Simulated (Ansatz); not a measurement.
H₃PS, SMILES PS, a short molecular-dynamics run

Program: Ansatz 0.2.0 through its Python package.

Script `h3ps.py`:
```python
import ansatz
from ase import Atoms
import numpy as np

atoms = Atoms(["P", "S", "H", "H", "H"], positions=[
    [-0.6081, -0.4777, 0.3761],
    [0.4107, 1.191, -0.44],
    [0.3176, -1.4192, 0.234],
    [-1.2683, -0.8141, -0.814],
    [1.198, 1.4464, 0.6024],
])
h3ps = ansatz.Crystal.molecule_from_ase(atoms)

calculation = h3ps.calculation()
calculation = calculation.basis(gaussian="6-31G")
calculation = calculation.functional("HF")
calculation = calculation.md("nve", timestep=0.5, steps=20, temperature=500, initial_velocities="maxwell_boltzmann", seed=18)
frames = []
result = calculation.session().plan().execute(on_event=lambda e: frames.append(e["data"]) if e["event"] == "md_step" else None)
print("t (fs)   E_pot (eV)      E_kin (eV)   T (K)   d(0-1) (A)")
for f in frames[::3]:
    xyz = np.array(f["positions_ang"])
    print(f"{f['time_fs']:6.2f} {f['lagrangian_ev']:14.5f} {f['e_kin_ev']:10.5f} {f['temperature_k']:8.1f} {np.linalg.norm(xyz[0] - xyz[1]):9.4f}")
kept = np.array([f["conserved_ev"] for f in frames])
print(f"conserved energy moves by at most {1000 * np.ptp(kept):.3f} meV")
symbols = [site.symbol for site in h3ps.cartesian_sites]
with open("last_frame.xyz", "w") as handle:
    handle.write(f"{len(symbols)}\nt = {frames[-1]['time_fs']} fs\n")
    handle.writelines("{:2s} {:10.5f} {:10.5f} {:10.5f}\n".format(s, *xyz) for s, xyz in zip(symbols, frames[-1]["positions_ang"]))
```

```console
$ python h3ps.py
t (fs)   E_pot (eV)      E_kin (eV)   T (K)   d(0-1) (A)
  0.00   -20132.90605    0.19389    500.0    2.1186
  1.50   -20133.03030    0.31663    816.5    2.1254
  3.00   -20133.00486    0.29229    753.7    2.1353
  4.50   -20132.92952    0.21786    561.8    2.1485
  6.00   -20132.92071    0.20912    539.3    2.1647
  7.50   -20132.99171    0.27972    721.3    2.1838
  9.00   -20133.09052    0.37793    974.6    2.2052
conserved energy moves by at most 2.123 meV
```

File `last_frame.xyz` afterwards:
```text
5
t = 10.0 fs
P    -0.62725   -0.51939    0.39352
S     0.43868    1.23250   -0.45764
H     0.24506   -1.64853    0.26462
H    -1.41080   -0.80651   -0.80442
H     1.11145    1.62931    0.58786
```

Reading the output:
- These settings explore the input space; basis and method may be short of convergence.
- The trajectory is only some femtoseconds long, so its temperature is not equilibrated; where the script doesn't relax first, it starts from a rough generated geometry.
- The temperature counts the internal degrees of freedom alone.
- Run time: 8.5 s on 1 thread of Intel(R) Xeon(R) 6975P-C (Granite Rapids), with other jobs on the host, peak memory 0.15 GiB.

(Lines on the test bed's own set-up are left out of the output.)
